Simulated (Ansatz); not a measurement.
# Worked example: correlation energy of HGeP⁺, quartet

Geometry: that of the HGeP, triplet, kept fixed.

```yaml
atoms:
  - { symbol: Ge, position_ang: [0.0000, -0.0317, 0.6858] }
  - { symbol: P, position_ang: [0.0000, 0.0234, -1.6341] }
  - { symbol: H, position_ang: [0.0000, 1.5630, 0.7900] }
```

Basis cc-pVDZ; Ansatz 0.2.0. Correlated methods freeze the noble-gas cores and the filled d shells of p-block atoms, which leaves 9 electrons in 31 orbitals. R marks a restricted (for open shells ROHF) determinant, U an unrestricted one. No spin–orbit coupling is included, and no scalar relativity.

Full CI isn't at hand for all of this; UCCSDT(Q) serves as the reference, and is uncertain by about the last step of the cluster series.

Runs differ by some tens of microhartree through their thresholds and, for an open shell, their frozen cores, so steps under 0.03 kcal/mol mean nothing.

```
    level  total energy (hartree)
      UHF            -2416.316066
     UMP2            -2416.446277
    UCCSD            -2416.482598
 UCCSD(T)            -2416.487957
   UCCSDT            -2416.489416
UCCSDT(Q)            -2416.489782
```

What is the correlation energy at UCCSDT(Q), and what share of it do UMP2 and UCCSD(T) recover?

E(corr) = -2416.489782 − (-2416.316066) = -0.173716 hartree = -4.727 eV. UMP2: -0.130211 / -0.173716 = 74.96 %. UCCSD(T): -0.171891 / -0.173716 = 98.95 %.

By how many kcal/mol does UCCSD(T) miss UCCSDT(Q) (1 hartree = 627.509 kcal/mol), and which steps make up the rest?

-2416.487957 − (-2416.489782) = 0.001825 hartree = 1.15 kcal/mol. Steps: UCCSDT − UCCSD(T) = -0.92, UCCSDT(Q) − UCCSDT = -0.23 kcal/mol. Differences between like states or geometries often cancel part of this.
